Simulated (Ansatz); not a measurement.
# Zirconium (hcp) across density functionals

All rows: Ansatz, plane waves with scalar-relativistic PAW, 420 eV (500 eV for the SCAN forms), relaxed under each functional, no dispersion correction, no zero-point motion. B₀ comes from uniform scaling at fixed shape; a dash is a value not given.

The measured cell (COD entry 9008523) has a = 3.232 Å, c = 5.147 Å (c/a = 1.593), 23.28 Å³/atom.

```csv
functional,V (Å³/atom),cell,B₀ (GPa),magnetic state
PBE,23.38,"a = 3.234 Å, c = 5.162 Å (c/a = 1.596)",93,non-magnetic
r²SCAN,23.49,"a = 3.245 Å, c = 5.149 Å (c/a = 1.587)",95,non-magnetic
PBEsol,22.47,"a = 3.184 Å, c = 5.119 Å (c/a = 1.608)",99,spin not included
revPBE,23.79,"a = 3.254 Å, c = 5.189 Å (c/a = 1.595)",90,non-magnetic
RPBE,23.95,"a = 3.261 Å, c = 5.200 Å (c/a = 1.595)",89,non-magnetic
BLYP,24.18,"a = 3.267 Å, c = 5.233 Å (c/a = 1.602)",89,spin not included
```

(1) What does LDA give?

(2) Which functional comes closest to the measured volume?

Results:

(1) V (Å³/atom): 21.78; cell: a = 3.144 Å, c = 5.089 Å (c/a = 1.619); B₀ (GPa): 104; magnetic state: spin not included.

(2) PBE, off by 0.4 %. The measured value holds thermal expansion and zero-point motion, which the calculations lack.
